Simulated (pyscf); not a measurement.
Thermochemistry of product channels of F–Si•(F)–O–Si(F)(F)–F (SMILES F[Si](F)O[Si](F)(F)F) + F–CH₂–F (SMILES FCF) on the doublet surface, in kcal/mol, from ωB97M-D3(BJ)/def2-TZVP energies (ideal gas, 1 atm, RRHO with modes under 100 cm⁻¹ raised to 100, one conformer, R ln 2 for chiral ones without a mode under 150 cm⁻¹). Optimised with ωB97X-D3(BJ)/def2-SVP in PySCF.

```tsv
products	ΔE	ΔH(298 K)	ΔG(298 K)	ΔG(900 K)
F–SiH(F)–O–Si(F)(F)–F (SMILES F[SiH](F)O[Si](F)(F)F) + F–CH•–F (SMILES F[CH]F)	+1.9	-0.6	-0.9	-1.9
F–Si(F)(F)–O–Si(F)(F)–F (SMILES F[Si](F)(F)O[Si](F)(F)F) + •H₂C–F (SMILES [CH2]F)	-43.1	-45.3	-45.0	-45.2
```

These are energies of the channels, which say nothing of barriers.
